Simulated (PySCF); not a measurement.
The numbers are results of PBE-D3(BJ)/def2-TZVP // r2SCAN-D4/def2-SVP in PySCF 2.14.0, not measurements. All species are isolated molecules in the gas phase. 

Reference species (SMILES): `[OH]` (neutral, multiplicity 2).

* **dipole moment**: 1.73 D

Changed species: `[SH]` (free radical SH; the reference has free radical OH).

Task: Give the shifts of the dipole moment.

Result: the dipole moment decreases by 0.86 D, to 0.87 D.
